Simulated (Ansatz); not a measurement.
# Mg, hcp: how the functional moves the structure

All rows: Ansatz, plane waves with scalar-relativistic PAW, 420 eV (500 eV for the SCAN forms), relaxed under each functional, no dispersion correction, no zero-point motion. B₀ comes from uniform scaling at fixed shape; a dash is a value not given.

The measured cell (COD entry 9008506) has a = 3.209 Å, c = 5.210 Å (c/a = 1.624), 23.24 Å³/atom.

```tsv
functional	V (Å³/atom)	cell	B₀ (GPa)	magnetic state
PBE	22.94	a = 3.195 Å, c = 5.188 Å (c/a = 1.624)	36	spin not included
r²SCAN	22.57	a = 3.179 Å, c = 5.157 Å (c/a = 1.622)	40	spin not included
PBEsol	22.50	a = 3.175 Å, c = 5.154 Å (c/a = 1.623)	37	spin not included
LDA	21.61	a = 3.133 Å, c = 5.085 Å (c/a = 1.623)	40	spin not included
revPBE	23.56	a = 3.224 Å, c = 5.234 Å (c/a = 1.624)	34	spin not included
RPBE	23.69	a = 3.230 Å, c = 5.245 Å (c/a = 1.624)	34	spin not included
BLYP	23.42	a = 3.216 Å, c = 5.229 Å (c/a = 1.626)	31	spin not included
```

LDA gives the smallest volume and RPBE the largest.
